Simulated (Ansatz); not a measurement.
# C₂H₂FO+: functionals against CCSD(T) at one geometry

How do the functionals fare away from a minimum? The structure is a structure displaced at random from a GFN2-xTB minimum.

The runs use Ansatz 0.2.0, Gaussian basis; single points in def2-TZVPP.

Cores are frozen in the correlated methods.

## Step 1: Starting geometry

SMILES `[OH+]=C=CF`, 6 atoms, charge 1, spin multiplicity 1.

Atoms are counted from 1 here; the program's logs count them from 0.

Bond lengths: O1–C2 1.126 Å, O1–H5 0.986 Å, C2–C3 1.338 Å, C3–F4 1.367 Å, C3–H6 1.167 Å. Angles: C2–O1–H5 123.0°, O1–C2–C3 175.0°, C2–C3–F4 135.1°, C2–C3–H6 111.6°, F4–C3–H6 112.3°.

As a file:

```xyz
6
charge 1, multiplicity 1
O    -0.4526    1.3054   -0.8129
C    -0.1675    0.4325   -0.1610
C     0.1023   -0.6706    0.5467
F    -0.3839   -1.9479    0.5715
H     0.0217    1.5297   -1.6483
H     0.7725   -0.4334    1.4727
```

## Step 2: CCSD(T)/def2-TZVPP

The input, run/in.yaml:

```yaml
crystal:
  periodic: [false, false, false]
  atoms:
    - {symbol: O, position_ang: [-0.452600, 1.305400, -0.812900]}
    - {symbol: C, position_ang: [-0.167500, 0.432500, -0.161000]}
    - {symbol: C, position_ang: [0.102300, -0.670600, 0.546700]}
    - {symbol: F, position_ang: [-0.383900, -1.947900, 0.571500]}
    - {symbol: H, position_ang: [0.021700, 1.529700, -1.648300]}
    - {symbol: H, position_ang: [0.772500, -0.433400, 1.472700]}
basis:
  gaussian: {orbitals: def2-TZVPP}
total_charge: 1
correlation: {method: ccsd_t}
output: {forces: true}
```

No record of the launch command was kept for these runs.

## Step 3: PBE0-D4/def2-TZVPP

Edit run/in.yaml of step 2 so:

```diff
@@ -12,3 +12,3 @@
 total_charge: 1
-correlation: {method: ccsd_t}
-output: {forces: true}
+hamiltonian: {xc: pbe0, dispersion: d4}
+output: {forces: true, orbitals: {seedname: orbitals}}
```

## Step 4: wB97M-V/def2-TZVPP

Edit run/in.yaml of step 3 so:

```diff
@@ -12,3 +12,3 @@
 total_charge: 1
-hamiltonian: {xc: pbe0, dispersion: d4}
-output: {forces: true, orbitals: {seedname: orbitals}}
+hamiltonian: {xc: {name: wB97M-V}}
+output: {forces: true}
```

## Step 5: r2SCAN-D4/def2-TZVPP

Edit run/in.yaml of step 4 so:

```diff
@@ -12,3 +12,3 @@
 total_charge: 1
-hamiltonian: {xc: {name: wB97M-V}}
+hamiltonian: {xc: r2scan, dispersion: d4}
 output: {forces: true}
```

## Step 6: PBE-D4/def2-TZVPP

Edit run/in.yaml of step 5 so:

```diff
@@ -12,3 +12,3 @@
 total_charge: 1
-hamiltonian: {xc: r2scan, dispersion: d4}
+hamiltonian: {xc: pbe, dispersion: d4}
 output: {forces: true}
```

## Step 7: r2SCAN0-D4/def2-TZVPP

Edit run/in.yaml of step 6 so:

```diff
@@ -12,3 +12,3 @@
 total_charge: 1
-hamiltonian: {xc: pbe, dispersion: d4}
+hamiltonian: {xc: {name: r2SCAN0}, dispersion: d4}
 output: {forces: true}
```

## Step 8: LC-wPBE/def2-TZVPP

Edit run/in.yaml of step 7 so:

```diff
@@ -12,3 +12,3 @@
 total_charge: 1
-hamiltonian: {xc: {name: r2SCAN0}, dispersion: d4}
+hamiltonian: {xc: {name: LC-wPBE}}
 output: {forces: true}
```

(Steps that only read results are left out.)

Q: Predict the outcome of this session. Wanted: energy less free atoms, CCSD(T)/def2-TZVPP; RMS force component; RMS force error; HOMO and LUMO, PBE0-D4; T1 diagnostic.

**Answer**, as computed:

```
                                  quantity                                                                                              value
energy less free atoms, CCSD(T)/def2-TZVPP                                                                                     -1360.6 kJ/mol
                       RMS force component                                                               3.792 to 3.972 eV/Å over the methods
                           RMS force error  PBE0-D4 0.329, wB97M-V 0.247, r2SCAN-D4 0.276, PBE-D4 0.296, r2SCAN0-D4 0.413, LC-wPBE 0.327 eV/Å
                    HOMO and LUMO, PBE0-D4                                                                                -14.59 and -9.54 eV
                             T1 diagnostic                                                                                              0.016
```

In words: Against CCSD(T) the functionals' energies less atoms differ by -226.8 to -13.3 kJ/mol, PBE-D4 by -226.8 kJ/mol. A larger basis would deepen the CCSD(T) value, while the functionals are nearly converged already, so the order here is not reliable. The forces of wB97M-V come nearest to CCSD(T), those of r2SCAN0-D4 are farthest. Frozen-core CCSD(T) forces in triple zeta carry basis errors of their own, and this is one geometry, so small gaps rank nothing.
